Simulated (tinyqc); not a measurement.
Coupled-perturbed Hartree-Fock on RHF in the sto-3g basis, for NH3, spin multiplicity 1, step by step. One step of it, computed by the program tinyqc.

Problem. Coupled step 2. U_ai = -(mu_ai + sum_bj [4 (ai|bj) - (ab|ij) - (aj|bi)] U_bj) / (e_a - e_i); alpha = -4 sum U_ai mu_ai.

U after step 1, order a6, a7, a8:
$$\begin{pmatrix}
0.000547 & 0.010023 & 0.000000 & 0.000161 & 0.077245 \\
0.000000 & 0.000000 & -0.335969 & 0.000000 & 0.000000 \\
0.000000 & -0.000011 & 0.000000 & -0.335965 & 0.000027
\end{pmatrix}$$

dipole integrals <a|z|i> (bohr), order a6, a7, a8:
$$\begin{pmatrix}
-0.037963 & 0.102420 & 0.000000 & -0.000210 & -0.101561 \\
0.000000 & 0.000000 & 0.459121 & 0.000000 & 0.000000 \\
-0.000019 & 0.000075 & 0.000000 & 0.459122 & -0.000040
\end{pmatrix}$$

orbital energies (hartree): MO1 -15.309805, MO2 -1.078345, MO3 -0.559105, MO4 -0.559104, MO5 -0.353149, MO6 0.612094, MO7 0.698375, MO8 0.698397

Two-electron integrals over orbitals (pq|rs), unique and non-zero (hartree):
```
(11|11) 4.127285    (21|11) -0.343100   (21|21) 0.045306    (22|11) 0.837750
(22|21) -0.009184   (22|22) 0.610481    (31|31) 0.009228    (32|31) 0.014813
(32|32) 0.123326    (33|11) 0.704089    (33|21) -0.003579   (33|22) 0.556708
(33|33) 0.576365    (41|11) 0.000017    (41|21) -1.77e-06   (41|22) 2.12e-06
(41|33) -0.002679   (41|41) 0.009228    (42|11) -3.40e-06   (42|21) 1.07e-06
(42|22) 0.000012    (42|33) -0.046737   (42|41) 0.014814    (42|42) 0.123333
(43|31) -0.002681   (43|32) -0.046741   (43|43) 0.043577    (44|11) 0.704103
(44|21) -0.003579   (44|22) 0.556723    (44|33) 0.489226    (44|41) 0.002679
(44|42) 0.046732    (44|44) 0.576369    (51|11) -0.142864   (51|21) 0.015725
(51|22) -0.013684   (51|33) -0.004805   (51|41) -1.06e-06   (51|42) 9.44e-08
(51|44) -0.004805   (51|51) 0.025616    (52|11) 0.073716    (52|21) -0.006998
(52|22) -0.019709   (52|33) -0.002624   (52|41) 2.29e-07    (52|42) 5.70e-07
(52|44) -0.002621   (52|51) 0.019415    (52|52) 0.098034    (53|31) 0.003360
(53|32) -0.002230   (53|43) 0.008674    (53|53) 0.030038    (54|11) -0.000012
(54|21) 6.82e-07    (54|22) -2.04e-06   (54|33) 0.008671    (54|41) 0.003360
(54|42) -0.002227   (54|44) -0.008675   (54|51) -1.12e-06   (54|52) -0.000005
(54|54) 0.030038    (55|11) 0.932748    (55|21) -0.012594   (55|22) 0.593236
(55|33) 0.538441    (55|41) 3.29e-07    (55|42) -2.47e-06   (55|44) 0.538448
(55|51) 0.012890    (55|52) 0.089627    (55|54) -0.000010   (55|55) 0.760532
(61|11) -0.281404   (61|21) 0.038966    (61|22) -0.003646   (61|33) -0.001636
(61|41) -0.000008   (61|42) -0.000008   (61|44) -0.001639   (61|51) 0.004994
(61|52) -0.014494   (61|54) -1.22e-06   (61|55) -0.016911   (61|61) 0.037165
(62|11) 0.310250    (62|21) -0.007554   (62|22) 0.123756    (62|33) 0.077085
(62|41) -4.42e-06   (62|42) -0.000016   (62|44) 0.077100    (62|51) -0.014795
(62|52) -0.015605   (62|54) -0.000011   (62|55) 0.120855    (62|61) -0.001247
(62|62) 0.094261    (63|31) 0.004923    (63|32) -0.022955   (63|43) 0.030747
(63|53) 0.012228    (63|63) 0.054921    (64|11) -0.000151   (64|21) 3.28e-06
(64|22) -0.000056   (64|33) 0.030694    (64|41) 0.004926    (64|42) -0.022913
(64|44) -0.030769   (64|51) 3.11e-07    (64|52) -0.000020   (64|54) 0.012217
(64|55) -0.000075   (64|61) -1.72e-07   (64|62) -0.000055   (64|64) 0.054868
(65|11) -0.109859   (65|21) -0.001170   (65|22) -0.057445   (65|33) -0.028685
(65|41) -3.27e-06   (65|42) -0.000022   (65|44) -0.028706   (65|51) 0.010013
(65|52) 0.023253    (65|54) -0.000009   (65|55) -0.051010   (65|61) -0.005407
(65|62) -0.050049   (65|64) 0.000024    (65|65) 0.035311    (66|11) 0.724015
(66|21) -0.006956   (66|22) 0.540288    (66|33) 0.501991    (66|41) -0.000009
(66|42) -0.000087   (66|44) 0.501907    (66|51) -0.021187   (66|52) -0.054124
(66|54) 0.000015    (66|55) 0.488429    (66|61) 0.002071    (66|62) 0.090229
(66|64) 0.000014    (66|65) -0.048872   (66|66) 0.529583    (71|31) 0.013427
(71|32) 0.019887    (71|43) -0.003263   (71|53) 0.004956    (71|63) 0.006643
(71|71) 0.019610    (72|31) 0.011175    (72|32) 0.027403    (72|43) 0.015493
(72|53) 0.022207    (72|63) 0.038975    (72|71) 0.015370    (72|72) 0.052852
(73|11) 0.300003    (73|21) -0.006132   (73|22) 0.102919    (73|33) 0.059147
(73|41) 0.002393    (73|42) 0.042693    (73|44) 0.086851    (73|51) 0.000623
(73|52) 0.043560    (73|54) -0.008761   (73|55) 0.152217    (73|61) -0.005985
(73|62) 0.076417    (73|64) -0.026893   (73|65) -0.028554   (73|66) 0.043614
(73|73) 0.135328    (74|31) 0.002392    (74|32) 0.042693    (74|43) -0.013853
(74|53) -0.008760   (74|63) -0.026876   (74|71) 0.003530    (74|72) -0.005167
(74|74) 0.034685    (75|31) 0.007164    (75|32) 0.047710    (75|43) -0.018192
(75|53) 0.019805    (75|63) -0.015686   (75|71) 0.010177    (75|72) 0.014205
(75|74) 0.017916    (75|75) 0.042781    (76|31) 0.011034    (76|32) 0.095697
(76|43) -0.046367   (76|53) -0.014404   (76|63) -0.040001   (76|71) 0.015194
(76|72) 0.000517    (76|74) 0.046617    (76|75) 0.035930    (76|76) 0.099407
(77|11) 0.787995    (77|21) -0.008183   (77|22) 0.550647    (77|33) 0.563823
(77|41) 0.000085    (77|42) -0.029805   (77|44) 0.491178    (77|51) -0.003170
(77|52) 0.012669    (77|54) 0.012787    (77|55) 0.557982    (77|61) -0.006314
(77|62) 0.080540    (77|64) 0.036318    (77|65) -0.025540   (77|66) 0.504352
(77|73) 0.069826    (77|77) 0.581627    (81|11) -0.000138   (81|21) 0.000020
(81|22) 7.80e-08    (81|33) -0.003263   (81|41) 0.013427    (81|42) 0.019887
(81|44) 0.003260    (81|51) 2.85e-06    (81|52) -0.000006   (81|54) 0.004956
(81|55) -0.000008   (81|61) 0.000009    (81|62) -0.000008   (81|64) 0.006646
(81|65) -0.000007   (81|66) -0.000013   (81|73) 0.003528    (81|77) 0.000374
(81|81) 0.019609    (82|11) 0.000161    (82|21) -3.51e-06   (82|22) 0.000065
(82|33) 0.015538    (82|41) 0.011174    (82|42) 0.027397    (82|44) -0.015461
(82|51) -0.000007   (82|52) -3.33e-06   (82|54) 0.022207    (82|55) 0.000065
(82|61) -0.000008   (82|62) 0.000024    (82|64) 0.038973    (82|65) -0.000030
(82|66) 0.000045    (82|73) -0.005128   (82|77) 0.024961    (82|81) 0.015369
(82|82) 0.052852    (83|31) 0.002396    (83|32) 0.042688    (83|43) -0.013841
(83|53) -0.008753   (83|63) -0.026851   (83|71) 0.003535    (83|72) -0.005146
(83|74) 0.032172    (83|75) 0.017912    (83|76) 0.046602    (83|83) 0.034662
(84|11) 0.299997    (84|21) -0.006132   (84|22) 0.102906    (84|33) 0.086860
(84|41) -0.002391   (84|42) -0.042714   (84|44) 0.059134    (84|51) 0.000624
(84|52) 0.043560    (84|54) 0.008757    (84|55) 0.152214    (84|61) -0.005982
(84|62) 0.076413    (84|64) 0.026816    (84|65) -0.028535   (84|66) 0.043697
(84|73) 0.068446    (84|77) 0.095027    (84|81) -0.003532   (84|82) 0.005223
(84|84) 0.135353    (85|11) -0.000042   (85|21) -4.31e-07   (85|22) -0.000019
(85|33) -0.018199   (85|41) 0.007164    (85|42) 0.047709    (85|44) 0.018173
(85|51) 0.000005    (85|52) 0.000015    (85|54) 0.019807    (85|55) -0.000017
(85|61) -0.000007   (85|62) -0.000029   (85|64) -0.015666   (85|65) -4.25e-06
(85|66) -0.000055   (85|73) 0.017906    (85|77) -0.011988   (85|81) 0.010177
(85|82) 0.014203    (85|84) -0.017936   (85|85) 0.042778    (86|11) -0.000018
(86|21) 7.29e-07    (86|22) 0.000008    (86|33) -0.046337   (86|41) 0.011034
(86|42) 0.095671    (86|44) 0.046313    (86|51) -0.000008   (86|52) -0.000029
(86|54) -0.014388   (86|55) -0.000028   (86|61) -3.16e-06   (86|62) 4.30e-06
(86|64) -0.039920   (86|65) -0.000030   (86|66) -0.000079   (86|73) 0.046589
(86|77) -0.040664   (86|81) 0.015194    (86|82) 0.000534    (86|84) -0.046642
(86|85) 0.035915    (86|86) 0.099328    (87|31) 0.000090    (87|32) -0.029760
(87|43) 0.036305    (87|53) 0.012786    (87|63) 0.036356    (87|71) 0.000384
(87|72) 0.024918    (87|74) -0.012574   (87|75) -0.011963   (87|76) -0.040643
(87|83) -0.012557   (87|87) 0.040497    (88|11) 0.787993    (88|21) -0.008183
(88|22) 0.550654    (88|33) 0.491130    (88|41) -0.000074   (88|42) 0.029899
(88|44) 0.563871    (88|51) -0.003170   (88|52) 0.012668    (88|54) -0.012806
(88|55) 0.557981    (88|61) -0.006314   (88|62) 0.080559    (88|64) -0.036441
(88|65) -0.025554   (88|66) 0.504277    (88|73) 0.095058    (88|77) 0.500522
(88|81) -0.000366   (88|82) -0.024877   (88|84) 0.069760    (88|85) 0.012004
(88|86) 0.040730    (88|88) 0.581706
```

Give: U after step 2; polarisability.

Solution.

U after step 2, order a6, a7, a8:
$$\begin{pmatrix}
0.0006 & 0.0133 & 0.0000 & 0.0002 & 0.0783 \\
0.0000 & 0.0000 & -0.3486 & 0.0000 & 0.0000 \\
0.0000 & 0.0000 & 0.0000 & -0.3486 & 0.0000
\end{pmatrix}$$

polarisability = 1.3068 bohr^3
